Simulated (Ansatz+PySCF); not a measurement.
**doublet C2H4Cl: levels of theory in one basis**

```yaml
atoms:
  - { symbol: C, position_ang: [0.0155, 0.0046, -0.9147] }
  - { symbol: C, position_ang: [-0.2497, 0.0011, 0.5197] }
  - { symbol: Cl, position_ang: [1.3738, 0.0045, 1.4856] }
  - { symbol: H, position_ang: [0.1908, 0.9260, -1.4278] }
  - { symbol: H, position_ang: [0.2078, -0.9311, -1.4365] }
  - { symbol: H, position_ang: [-0.7533, 0.9017, 0.8731] }
  - { symbol: H, position_ang: [-0.7561, -0.9052, 0.8787] }
```

Basis set: cc-pVTZ on H, C; cc-pV(T+d)Z on Cl (spherical functions). Left uncorrelated: 7 orbitals. Correlation on ROHF uses semicanonical orbitals with singles. Charge 0, multiplicity 2.

Computed with Ansatz (development build ahead of 0.2.0); each method stands on the lowest determinant of its kind that the runs found.

| method | E − E(ROHF) (eV) | <S²> of the determinant |
| --- | --- | --- |
| ROHF | 0.00 | 0.75 |
| UHF | -0.15 | 0.77 |
| ROHF-MP2 | -13.98 | – |
| UHF-MP2 | -13.96 | 0.77 |

(1) Is a single determinant a sound starting point here?

## Answers

(1) By this sign, yes. Unrestricted orbitals gain 0.15 eV and <S²> is 0.77 against 0.75 for a pure state.
